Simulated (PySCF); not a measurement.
Stepwise substitution at one centre (C H-Cl). Isolated molecules, 0 K electronic values unless said otherwise. Strings in code marks are SMILES.

Quantity: vertical ionisation energy (energy after one electron is removed minus that of the parent at the parent's geometry), in eV.

Level 1: B3LYP/6-31G* // B3LYP-D3(BJ)/def2-TZVP (PySCF)
Level 2: PBE/6-31G* // B3LYP-D3(BJ)/def2-TZVP (PySCF)
Level 3: minus the HOMO energy of HF/3-21G // B3LYP-D3(BJ)/def2-TZVP (PySCF)
Level 4: HF/6-31G* // B3LYP-D3(BJ)/def2-TZVP (PySCF)

```json
[
 {"species": "`CCl`", "level 2": "11.10", "level 3": "11.91", "level 4": "10.37"},
 {"species": "`C`", "level 2": "13.93", "level 3": "14.78", "level 4": "13.38"}
]
```

Q: What does level 1 give for each?

A: 
- `CCl`: 11.27
- `C`: 14.26
